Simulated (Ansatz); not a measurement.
Mulliken charges of `F[S]` radical from PBE/def2-TZVPP in Ansatz (PBE0-D4/def2-TZVP geometry).

```tsv
atom	x (Å)	y (Å)	z (Å)	charge (e)
F1	0.000	0.000	0.016	-0.150
S2	0.000	0.000	1.610	0.150
```

Task: By hand: the dipole of these point charges (1 e Å = 4.8032 D).

Result: Σ q r = (0.000, 0.000, 0.239) e Å, of length 0.239 e Å = 1.15 D.

Task: How does the dipole of the full density compare? (An estimate is asked.)

Result: The calculation gave: (0.000, 0.000, 0.128) e Å, 0.61 D; the point charges give 1.89 times that, at 0° from its direction.

Point charges leave out the atoms' own dipoles, such as those of lone pairs, and Mulliken's split depends on the basis, so the two needn't agree.
